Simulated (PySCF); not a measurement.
# HCl⁻ at other levels of theory

Starting from one script, swap the method and compare what comes out for HCl⁻.

Method: each script names its method and basis; program: PySCF 2.14.0.

2 further runs of the same task are left out: 2 that didn't finish.

## 1. The starting structure

HCl⁻: 2 atoms, charge -1, spin multiplicity 2.

Bond lengths: H1–Cl2 1.390 Å.

## 2. The base run

input.py

```python
from pyscf import gto, scf

mol = gto.M(
    atom='H 0 0 0; Cl 0 0 1.39',
    basis='6-311++g**',
    charge=-1,
    spin=1,
    verbose=4,
)
mf = scf.UHF(mol)
mf.kernel()
mf.nuc_grad_method().kernel()
mf.dip_moment()
print('orbital energies (hartree):', [e[max(0, n-3):n+3].round(4) for e, n in zip(mf.mo_energy, mol.nelec)])
```

Run with:

```bash
$ OMP_NUM_THREADS=1 python input.py
```

Its log is not repeated here.

It gives: E(SCF) = -460.055732 Eh, 12 cycles, ⟨S²⟩ = 0.751, gradient on the second atom 0.0259 Eh/bohr.

The bond length is a typed value, not an optimised one. The dipole of an ion depends on the origin.

## 3. Pbe0 (UKS)

Variant 1 changes functional: none (Hartree–Fock) → pbe0; SCF type: UHF → UKS; step after the SCF: gradient → analyze.

input.py

```python
from pyscf import gto, dft

mol = gto.M(
    atom='H 0 0 0; Cl 0 0 1.39',
    basis='6-311++g**',
    charge=-1,
    spin=1,
    verbose=4,
)
mf = dft.UKS(mol, xc='pbe0')
mf.kernel()
mf.analyze()
print('orbital energies (hartree):', [e[max(0, n-3):n+3].round(4) for e, n in zip(mf.mo_energy, mol.nelec)])
```

Run with:

```bash
$ OMP_NUM_THREADS=1 python input.py
```

## 4. EOM-EE

Variant 2 changes step after the SCF: gradient → eomee; frozen orbitals: none → 5; number of roots: none → 6.

input.py: that of step 2 with these lines changed.

```diff
@@ -1,2 +1,2 @@
-from pyscf import gto, scf
+from pyscf import gto, scf, cc
 
@@ -11,3 +11,6 @@
 mf.kernel()
-mf.nuc_grad_method().kernel()
+mycc = cc.CCSD(mf, frozen=5)
+mycc.kernel()
+e = mycc.eeccsd(nroots=6)[0]
+print('roots (eV) =', (e*27.211386).round(3))
 mf.dip_moment()
```

## 5. Frequency run

Variant 3 changes step after the SCF: gradient → frequency.

input.py: that of step 2 with these lines changed.

```diff
@@ -1,2 +1,3 @@
 from pyscf import gto, scf
+from pyscf.hessian import thermo
 
@@ -11,3 +12,4 @@
 mf.kernel()
-mf.nuc_grad_method().kernel()
+hess = mf.Hessian().kernel()
+print('wavenumber (cm^-1) =', thermo.harmonic_analysis(mol, hess)['freq_wavenumber'].round(1))
 mf.dip_moment()
```

Q: Predict the outcome of this session. Wanted: for each run, E(SCF); from base; gap, α spin; after the SCF.

The runs gave:

```csv
run,E(SCF) (hartree),from base (eV),cycles,"gap, α spin (eV)",after the SCF
base,-460.055732,0,12,5.64,n/a
pbe0 (UKS),-460.641383,not comparable,10,3.09,n/a
EOM-EE,-460.055732,0.0000,12,5.64,"CCSD correlation -4.667 eV, core frozen, first root 1.00 eV"
frequency run,-460.055732,0.0000,12,5.64,highest mode 1500 cm⁻¹
```

What this shows: The highest filled level of this anion is positive: the basis lacks diffuse functions or the electron is not bound, so these numbers hang on the basis. Total energies of different functionals can't be compared with each other; differences within one functional can. The dearest run is “EOM-EE”, at 3.8 s against 1.2 s.
